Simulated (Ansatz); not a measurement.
`CPC`. The species carries charge 0 and has multiplicity 1. The structure was optimised at the PBE0-D4/def2-TZVP level.

```xyz
10

C    -0.646    1.091    0.651
P     0.117    0.517   -0.926
C     0.860   -1.075   -0.368
H    -1.224    0.313    1.155
H    -1.296    1.944    0.450
H     0.146    1.431    1.323
H    -1.062   -0.032   -1.502
H     1.738   -0.858    0.245
H     1.198   -1.641   -1.238
H     0.169   -1.690    0.211
```

Q: What is the dipole moment at r2SCAN/def2-TZVPP? (Estimate.)

A: Ansatz gave: 1.37 D, with components (-0.37, -0.76, 1.08) D in this frame, pointing from negative to positive charge.

Q: And with PBE, B3LYP, ωB97M-V? (Estimate.)

A: The calculation gave: PBE 1.31 D, B3LYP 1.25 D, ωB97M-V 1.22 D.

Q: Give the Mulliken charges with r2SCAN, ωB97M-V, PBE in def2-TZVPP. (An estimate is asked.)

A: The calculation gave: 
```
atom  r2SCAN  ωB97M-V    PBE
  C1   -0.24    -0.40  -0.33
  P2    0.08     0.05   0.02
  C3   -0.24    -0.40  -0.33
  H4    0.06     0.12   0.10
  H5    0.08     0.13   0.11
  H6    0.08     0.13   0.11
  H7   -0.03     0.02   0.00
  H8    0.08     0.13   0.11
  H9    0.08     0.13   0.11
 H10    0.06     0.12   0.10
```

B3LYP here is the variant with VWN-RPA as its local correlation; programs differ in this.
